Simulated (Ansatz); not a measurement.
# C3H5FN, SMILES C/N=[C]/CF: a ladder of methods at one geometry

Program: the Ansatz DFT code, driven from Python.

`c3h5fn.xyz`
```text
10

C     1.88420    0.00690   -0.09230
N     0.52810   -0.31710    0.26920
C    -0.46180    0.30470   -0.26080
C    -1.86190   -0.03990    0.12180
F    -2.73870    0.76340   -0.58130
H     2.04180   -0.16510   -1.17880
H     2.10260    1.06830    0.15440
H     2.57890   -0.64360    0.47780
H    -2.06690   -1.10390   -0.11990
H    -2.00630    0.12630    1.21000
```

The cells in order, each with its output:

**Cell 1**
```python
from pathlib import Path
import warnings

import ansatz as az
import numpy as np
```

**Cell 2**
```python
BASIS_SET = "cc-pVDZ"
```

**Cell 3**
```python
warnings.simplefilter("ignore", az.DeckWarning)
```

**Cell 4**
```python
mol = az.Crystal.molecule_from_extxyz("c3h5fn.xyz")
```

**Cell 5**
```python
calculation = mol.calculation()
calculation = calculation.basis(gaussian=BASIS_SET).spin("collinear", total=1)
```

**Cell 6**
```python
print("functional    E (Ha)        dipole (D)   HOMO (eV)  LUMO (eV)")
for name in ["lc_wpbe", "hf", "cam_b3lyp", "b3lyp", "r2scan0", "lda"]:
    report = calculation.functional(name).forces().orbitals().run(threads=1, runs_dir="runs").report
    lines = Path(report["orbitals_path"]).read_text().splitlines()
    field_of = lambda key: [line.split("=")[1].strip() for line in lines if line.startswith(key)]
    orbitals = [(27.211386 * float(e), s, float(n)) for e, s, n in zip(field_of("Ene="), field_of("Spin="), field_of("Occup="))]
    homo = max(e for e, _, n in orbitals if n > 0.5)
    lumo = min(e for e, _, n in orbitals if n < 0.5)
    dipole = 4.803205 * np.linalg.norm(report["charge_distribution"]["dipole_moment_e_ang"])
    print(f"{name:10s} {report['free_energy_ev'] / 27.211386246:14.6f} {dipole:9.3f} {homo:11.3f} {lumo:10.3f}")
```
Output:
```text
functional    E (Ha)        dipole (D)   HOMO (eV)  LUMO (eV)
lc_wpbe       -271.659828     1.648      -9.054      0.313
hf            -270.329774     1.648     -10.038      2.488
cam_b3lyp     -271.711660     1.725      -7.610     -1.058
b3lyp         -271.833578     1.754      -5.917     -2.524
r2scan0       -271.657854     1.708      -6.542     -1.918
lda           -269.639401     1.870      -4.668     -3.563
```

Total energies depend on the basis set; only differences at equal settings carry meaning. The geometry is a force-field or estimated start, not a minimum of this method, and the basis set is short of its limit. A lower total doesn't mark the better method: functionals have no common bound, and MP2 and coupled cluster aren't variational. The species is open-shell (spin multiplicity 2). The expectation value of S² is noticeably off S(S+1) in at least one run, so that state is spin-contaminated. b3lyp holds the VWN-RPA fit, as in Gaussian; the form of ORCA and Turbomole is b3lyp5. Levels such as HOMO and LUMO are orbital energies: with these approximate functionals they aren't the ionisation energy and electron affinity, and their gap isn't the fundamental gap. Finished in 19 s on 1 thread of Intel(R) Xeon(R) 6975P-C (Granite Rapids), on a shared host, peak memory 0.35 GiB.
